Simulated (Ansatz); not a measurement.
Scan of the F1–C2–H4 angle

CH$_{3}$FSi (SMILES FC=[SiH2]), singlet, at its PBE0-D4/def2-TZVP minimum:

F1  (-0.543, -1.657, 0.927)
C2  (-0.244, -0.841, -0.095)
Si3  (0.236, 0.804, 0.057)
H4  (-0.339, -1.339, -1.057)
H5  (0.524, 1.542, -1.185)
H6  (0.367, 1.491, 1.354)
(Å)

The angle F1–C2–H4 (112.1° at the minimum) is set to the values below, F1, with anything bonded beyond it, turning rigidly in the plane of the angle. Each method's energies count from its own value at the PBE0-D4 minimum structure. Computed with Ansatz 0.2.0 (basis: def2-TZVPP); correlated methods freeze the cores. B3LYP uses VWN-RPA correlation.

| angle (°) | CCSD(T) (kJ/mol) | wB97M-V (kJ/mol) | r2SCAN-D4 (kJ/mol) | PBE-D4 (kJ/mol) | B3LYP-D4 (kJ/mol) |
| --- | --- | --- | --- | --- | --- |
| 88.1 | ? | 75.1 | 74.4 | 72.0 | 75.6 |
| 94.1 | 42.7 | 41.6 | 41.0 | 39.7 | 41.7 |
| 100.1 | 18.9 | 18.3 | 17.8 | 17.3 | 18.3 |
| 106.1 | 4.8 | 4.6 | 4.3 | 4.2 | 4.5 |
| 112.1 | 0.0 | 0.0 | 0.0 | 0.0 | 0.0 |
| 118.1 | ? | 4.3 | 4.7 | 4.5 | 4.5 |
| 124.1 | ? | 17.4 | 18.3 | 17.6 | 18.0 |
| 130.1 | 39.8 | 39.6 | 41.1 | 39.6 | 40.7 |
| 136.1 | 71.8 | 71.1 | 73.6 | 70.9 | 73.1 |

Question: Fill in the withheld CCSD(T) values. (An estimate is asked for; the value comes from the calculation.)

Answer: By the calculation: 76.8 kJ/mol at 88.1°; 4.2 kJ/mol at 118.1°; 17.4 kJ/mol at 124.1°. These count from the CCSD(T) energy at the PBE0-D4 minimum.

Minimum and curvature along this coordinate at CCSD(T): A fifth-order fit through the nearest points gives 112.3°, with a curvature of about 2.6 meV/deg².

Largest difference from the CCSD(T) curve over the scan: PBE0-D4 2.0; HF 9.5; MP2 0.5 kJ/mol. Each curve counts from its own value at the minimum.

The T1 diagnostic stays at or below 0.017. The restricted Hartree–Fock reference is unstable towards an unrestricted one at one or more of these structures.

For scale, one of the runs: CCSD(T)/def2-TZVPP, 146 basis functions (an equivalent command: `ansatz run in.yaml --threads 2`). Time: 12 s of wall clock on 2 CPU threads; the host was shared. Peak host memory: 0.88 GiB.
